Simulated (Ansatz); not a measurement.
Task: a relaxed scan of one distance of H₄OSSi, SMILES O[SiH2]S, with Ansatz 0.2.0 through its Python package. Give the script and its output. Settings (for the species named): Hartree-Fock, def2-SVP basis, multiplicity 1.

```yaml
atoms:
  - { symbol: O, position_ang: [-1.3688, -0.4272, 0.1542] }
  - { symbol: Si, position_ang: [-0.0567, 0.5499, 0.2015] }
  - { symbol: S, position_ang: [1.4277, -0.5475, -0.8303] }
  - { symbol: H, position_ang: [-1.5629, -0.7165, -0.7404] }
  - { symbol: H, position_ang: [-0.3053, 1.8167, -0.5271] }
  - { symbol: H, position_ang: [0.3513, 0.7894, 1.6066] }
  - { symbol: H, position_ang: [1.5759, -1.5329, 0.0898] }
```

Script `relaxed_scan_h4ossi.py`:
```python
"""Relaxed scan of one distance in H4OSSi."""

import ansatz as az
import numpy as np

BASIS = "def2-SVP"
FUNCTIONAL = "hf"

GEOMETRY = """
O    -1.36880   -0.42720    0.15420
Si   -0.05670    0.54990    0.20150
S     1.42770   -0.54750   -0.83030
H    -1.56290   -0.71650   -0.74040
H    -0.30530    1.81670   -0.52710
H     0.35130    0.78940    1.60660
H     1.57590   -1.53290    0.08980
"""


def main() -> None:
    geometry = az.Crystal.molecule()
    for line in GEOMETRY.strip().splitlines():
        symbol, *xyz = line.split()
        geometry = geometry.atom(symbol, [float(v) for v in xyz])

    model = (
        geometry.calculation()
        .basis(gaussian=BASIS)
        .functional(FUNCTIONAL)
    )
    symbols = [site.symbol for site in geometry.cartesian_sites]
    pairs = [(0, 1), (0, 3), (1, 2), (1, 4), (1, 5), (2, 6)]
    print("held (A)   E (eV)        ", "  ".join(f"{symbols[i]}{i}-{symbols[j]}{j}" for i, j in pairs))
    for length in [1.36, 1.48, 1.6, 1.78, 2.0]:
        r = model.relax(constraints=[az.DistanceConstraint((1, 4), at=length)], force_tolerance=0.02, max_steps=60).run(threads=1).report
        xyz = np.array(r["positions_ang"])
        print(f"{length:6.2f} {r['free_energy_ev']:14.5f}  ", "  ".join(f"{np.linalg.norm(xyz[i] - xyz[j]):.3f}" for i, j in pairs))


if __name__ == "__main__":
    main()
```

```console
$ python relaxed_scan_h4ossi.py
held (A)   E (eV)         O0-Si1  O0-H3  Si1-S2  Si1-H4  Si1-H5  S2-H6
DeckWarning: relax.constraints: the input's atoms, or those drawn, lie off the distances that are held; a relaxation that starts there is brought onto them ahead of its first SCF, by positions alone, [...]
  1.36   -20774.33717   1.647  0.944  2.154  1.360  1.471  1.336
  1.48   -20774.49580   1.645  0.945  2.151  1.480  1.469  1.337
  1.60   -20774.36706   1.643  0.945  2.147  1.600  1.467  1.338
  1.78   -20773.88492   1.639  0.945  2.143  1.780  1.465  1.338
  2.00   -20773.09812   1.635  0.945  2.138  2.000  1.463  1.339
```
(Warnings from the package without file and line, shortened, repeats left out.)

Caveats:
- Total energies depend on the basis set; only differences at equal settings carry meaning.
- The energies are electronic: no zero-point or thermal terms, and the basis set is short of its limit.
- Timing: 35 s on 1 thread of Arm Neoverse V2, on a shared host, peak memory 0.2 GiB.
